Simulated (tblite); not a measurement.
Species: C4H6FP.
Numbering: `[F:1][C:2]1=[CH:3][PH:4][CH2:5][CH2:6]1` (hydrogens: H7 on C3; H8 on P4; H9, H10 on C5; H11, H12 on C6)

Structure used (GFN2-xTB), in Å, numbered top down from 1:
```xyz
12
C4H6FP angstrom
F     -1.5487    1.7067   -0.9910
C     -0.5710    0.9301   -0.4910
C      0.6962    1.3064   -0.4040
P      1.7547    0.0022    0.3049
C      0.3404   -1.2155    0.1289
C     -0.9618   -0.4218    0.0159
H      1.0795    2.2564   -0.7318
H      1.4783    0.3478    1.6425
H      0.3375   -1.9264    0.9550
H      0.5201   -1.7794   -0.7911
H     -1.4459   -0.3093    0.9916
H     -1.6781   -0.8979   -0.6560
```

Computed with GFN2-xTB (tblite): harmonic, unscaled wavenumbers at the GFN2-xTB geometry, gas phase. Against measured fundamentals such values can be off by several per cent, at times by over 20. Modes of hydrogen on phosphorus can be 10 to 20 % off. One conformer, not necessarily the lowest.

Harmonic wavenumbers (cm⁻¹): 124.9, 203.1, 360.5, 435.2, 454.7, 514.5, 671.4, 734.8, 766.2, 795.0, 847.8, 868.9, 906.6, 979.3, 1040.4, 1094.6, 1105.4, 1155.1, 1209.0, 1254.4, 1305.3, 1444.8, 1463.6, 1674.3, 2184.0, 2935.6, 2953.0, 2985.9, 2995.4, 3124.3.

A = 5822, B = 2258, C = 1698 MHz; mass 104.019 u (most abundant isotopes); point group C1, symmetry number 1.

Q: What is the zero-point energy?

A: ½Σν̃ = 19294 cm⁻¹ = 55.16 kcal/mol.

Q: Entropy at 200 K, 1 bar (ideal gas, RRHO, classical rotation)?

A: Translation 37.88, rotation 25.88, vibration 5.56: S = 69.3 cal/(mol K).

Q: And Cp and H(200 K) − H(0)?

A: Cp = 17.06 cal/(mol K), of which vibrations give 9.11 (their classical limit is 30 R = 59.6); H(200 K) − H(0) = 2.30 kcal/mol without the zero-point energy, 0.71 from vibrations.

Q: What must be added to the electronic energy to get the Gibbs energy at 200 K and 1 bar?

A: ZPE + [H(200 K) − H(0)] − T·S = 55.16 + 2.30 − 13.86 = 43.60 kcal/mol.

Q: Blend soft modes into free rotors: weight 1/[1 + (100 cm⁻¹/ν̃)⁴] for the oscillator and the rest for a rotor with moment μB/(μ + B), μ = h/(8π²ν), B = 10⁻⁴⁴ kg m². What vibrational entropy results?

A: 5.58 cal/(mol K) in place of 5.56, which changes −T·S at 200 K by 0.00 kcal/mol.

Q: Which modes carry the vibrational entropy at 200 K?

A: 124.9 cm⁻¹: 2.27; 203.1 cm⁻¹: 1.40; 360.5 cm⁻¹: 0.57; 435.2 cm⁻¹: 0.37; 454.7 cm⁻¹: 0.33; 514.5 cm⁻¹: 0.24 cal/(mol K); the other 24 give 0.38 together.

Hindered rotation and anharmonicity are outside this model. Other conformers, if any are populated, would add a mixing term that is left out. The structure is chiral; the term R ln 2 for an equal mix with its mirror image is left out.
